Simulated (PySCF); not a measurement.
Field gradients at the hydrogen positions

Species: C4H5P.
Cartesian coordinates in Å at the PBE0-D3(BJ)/def2-SVP level; atoms count from 1:
```
atom  x, y, z in Å
C1    -2.162   -0.076   -0.161
C2    -0.846    0.094   -0.325
P3     0.338   -0.444    0.967
C4     1.835    0.552    0.593
C5     1.911   -0.624    0.035
H6    -2.566   -0.542    0.745
H7    -2.887    0.238   -0.918
H8    -0.456    0.563   -1.238
H9     2.351    1.499    0.748
H10    2.530   -1.281   -0.576
```

Level: PBE0/pcSseg-1 (PySCF, non-relativistic); Q(2H) = 0.00286 b; rigid geometry, the same for H and D, with no vibrational averaging.

Problem. Rank these positions by the coupling χzz of a deuteron there, largest first.
A. H6 (vinylic hydrogen)
B. H7 (vinylic hydrogen)
C. H10 (vinylic hydrogen)

Solution. C (212 kHz), B (204 kHz), A (200 kHz).

Problem. Give the electric field gradient Vzz (the principal value of largest size), its asymmetry and the 2H coupling at each hydrogen.

Solution. 
```csv
atom,bonded to,bond length (Å),Vzz (au),η,χzz (kHz)
H6,C1,1.096,0.2983,0.05,200
H7,C1,1.095,0.3043,0.04,204
H8,C2,1.099,0.2975,0.04,200
H9,C4,1.090,0.3151,0.02,212
H10,C5,1.090,0.3152,0.02,212
```

The structure is a single PBE0-D3(BJ)/def2-SVP conformer in the gas phase; no vibrational or solvent corrections. The basis is small and wasn't made for field gradients, so the couplings can be 20 % off.
